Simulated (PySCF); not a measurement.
# Electronic absorption of C4H4S2

Compound: C4H4S2.
Cartesian coordinates in Å at the PBE0-D3(BJ)/def2-SVP level; atoms count from 1:
```
atom  x, y, z in Å
S1     1.760   -0.508   -0.716
C2     0.105   -0.094   -0.271
C3    -0.746   -0.877    0.570
C4    -1.982   -0.311    0.731
S5    -2.126    1.162   -0.132
C6    -0.517    1.045   -0.722
H7     1.846   -1.606    0.061
H8    -0.450   -1.820    1.032
H9    -2.818   -0.691    1.315
H10   -0.108    1.819   -1.370
```

Level of theory: TDDFT CAM-B3LYP/def2-SVPD, vertical, gas phase, core orbitals frozen in the response (PySCF 2.14.0, density-fitted response routines).

```json
{"state": "S1", "λ (nm)": "246.1", "E (eV)": "5.04", "f": "0.0044", "main configurations (H = HOMO, L = LUMO)": "H→L+1 (66%), H→L+2 (9%), H→L+4 (9%)"}
{"state": "S2", "λ (nm)": "241.6", "E (eV)": "5.13", "f": "0.094", "main configurations (H = HOMO, L = LUMO)": "H→L (92%)"}
{"state": "S3", "λ (nm)": "222.0", "E (eV)": "5.58", "f": "0.0022", "main configurations (H = HOMO, L = LUMO)": "H→L+2 (55%), H→L+1 (20%), H→L+4 (9%)"}
{"state": "S4", "λ (nm)": "211.0", "E (eV)": "5.88", "f": "0.036", "main configurations (H = HOMO, L = LUMO)": "H-1→L (79%), H→L+5 (14%)"}
{"state": "S5", "λ (nm)": "202.5", "E (eV)": "6.12", "f": "0.023", "main configurations (H = HOMO, L = LUMO)": "H→L+3 (72%)"}
{"state": "S6", "λ (nm)": "196.0", "E (eV)": "6.32", "f": "0.0011", "main configurations (H = HOMO, L = LUMO)": "H-1→L+1 (48%), H-1→L+3 (11%), H→L+6 (9%)"}
```

The lowest singlet comes at 246 nm (486 kJ/mol) in the ultraviolet; it is very weak; its leading configuration is HOMO→LUMO+1 (66%). The strongest level in the table is S2 at 5.13 eV (242 nm, f = 0.094). Löwdin shares by element: HOMO sulfur 52%, carbon 32% or more (atoms not listed hold the other 16%); LUMO carbon 54% or more, sulfur 22% or more (atoms not listed hold the other 24%). Of the 6 states listed, 3 reach f = 0.01 and none stays under 0.0005. Orbital energies (eV): HOMO-3 -11.25, HOMO-2 -10.07, HOMO-1 -8.53, HOMO -7.51, LUMO 0.42, LUMO+1 0.82, LUMO+2 1.13. The listed states span 1.29 eV, and the widest gap between neighbours is 0.45 eV (S2 to S3). No computed singlet lies in the visible range (380 to 750 nm); the lowest, at 246 nm, stands 1.78 eV above its violet end (3.26 eV). Only the lowest 6 singlets were computed, as vertical energies without vibronic structure.

One conformer stands for the species.
